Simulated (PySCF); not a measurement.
Species: acetamide, C2H5NO.
Bonds: C1–C2, C2–N3, C2–O4 (double). Hydrogens: H5, H6, H7 on C1; H8, H9 on N3.

Computed geometry: GFN2-xTB, gas phase.

Q: What internal coordinates does the optimisation give?

A: 
| bond | length (pm) |
| --- | --- |
| C1–C2 | 151.4 |
| C2–N3 | 135.6 |
| C2=O4 | 120.8 |
| C1–H5, C1–H6, C1–H7 | 108.7 |
| N3–H8 | 100.6 |
| N3–H9 | 100.4 |

Bonds in one row agree within 1 pm and their mean is given. A selection of angles:
| angle | degrees |
| --- | --- |
| C2–C1–H5 | 109.7 |
| H5–C1–H6 | 108.8 |
| C1–C2–N3 | 113.6 |
| C1–C2–O4 | 124.3 |
| N3–C2–O4 | 122.2 |
| C2–N3–H8 | 119.0 |
| C2–N3–H9 | 122.2 |
| H8–N3–H9 | 118.8 |

N3 (amide nitrogen) is planar (angles 122.2°, 119.0° and 118.8°, sum 360.0°, 0.01 Å off the plane of its three neighbours). The 4 heavy atoms lie in one plane (0.000 Å rms).

Point group: near Cs, missed by 0.11 Å at most; the miss may be what the optimiser left on a soft mode. No frequency check. The numbers are those of one conformer (C1–C2–N3–H -179° and -1°).
